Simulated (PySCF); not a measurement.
BeH, SMILES [BeH], multiplicity 2. Geometry optimised at PBE-D3(BJ)/def2-TZVPD. The spin state was assumed, not searched.

These are PySCF with PBE-D3(BJ)/def2-TZVPD values and carry that method's errors.

Harmonic wavenumbers (cm⁻¹): 1982. Rotational constants (GHz): 301.3 (linear); symmetry number 1.

### Question
Work out the zero-point energy and the ideal-gas rigid-rotor harmonic-oscillator thermochemistry at 298.15 K and 1 atm.

### Answer
ZPE = ½ Σ hcν = ½ × 1982 cm⁻¹ = 2.83 kcal/mol. H − E(el) = 4.91 kcal/mol. Entropy in cal/(mol K): translation 32.86, rotation 8.00, vibration 0.00, spin 1.38, total 42.24. G − E(el) = -7.69 kcal/mol. Cp = 6.97 cal/(mol K).
